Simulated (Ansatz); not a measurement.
Molecule: CHN (charge +1, doublet). SMILES of the parent species: [C-]#[NH+]

Atoms: C1, N2, H3. Bonds: C1-N2, N2-H3.

Bond lengths (Å) and angles (degrees) optimised at HF/3-21G with Ansatz (an electronic-structure program); HF/6-31G* with Ansatz; B3LYP/LANL2DZ with Ansatz; B3LYP/6-31G* with Ansatz, each started from the B3LYP-D3(BJ)/def2-TZVP structure (Ansatz) of the last column. A row stands for all coordinates that are equal there. 6-31G* holds six Cartesian d functions. No wavenumbers were computed at B3LYP/LANL2DZ, so these may be saddle points.

```tsv
coordinate	HF/3-21G	HF/6-31G*	B3LYP/LANL2DZ	B3LYP/6-31G*	B3LYP-D3(BJ)/def2-TZVP
C1-N2	1.147	1.134	1.157	1.141	1.131
N2-H3	1.012	1.009	1.023	1.023	1.021
C1-N2-H3	180.0	180.0	180.0	180.0	180.0
```

Mean signed difference of all 2 bond lengths from B3LYP-D3(BJ)/def2-TZVP: HF/3-21G 0.004 Å, HF/6-31G* -0.004 Å, B3LYP/LANL2DZ 0.014 Å, B3LYP/6-31G* 0.006 Å.
